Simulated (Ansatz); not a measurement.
# B20 (FeSi-type) FeSi

Computed with r²SCAN (PAW; Ansatz, a program for electronic structure).

Numerical settings: plane-wave cutoff 600 eV, 8×8×8 k mesh, finite displacements, no spin polarisation, scalar-relativistic PAW data made under PBE.

Cell (measured lattice):

FeSi is taken in the cubic space group P2₁3 (No. 198), Pearson symbol cP8. Lattice parameters: a = 4.487 Å, b = 4.487 Å, c = 4.487 Å, α = 90.00°, β = 90.00°, γ = 90.00°. Fe on 4a has 4 Si at 2.286–2.321 Å and 3 Si at 2.537 Å and 6 Fe at 2.750 Å. Si on 4a sees 4 Fe at 2.286–2.321 Å and 3 Fe at 2.537 Å and 6 Si at 2.784 Å. (Neighbours: up to the widest gap in distance over summed covalent radii, below 1.35, at either atom; cation-cation and far metal-metal contacts left out.)

high-frequency dielectric constant: 31.5
static dielectric constant: 49.4

Note: the cell isn't this level's own, so it is under some stress, which shifts stiffness and frequencies.

Computing time: roughly 24 core-minutes.
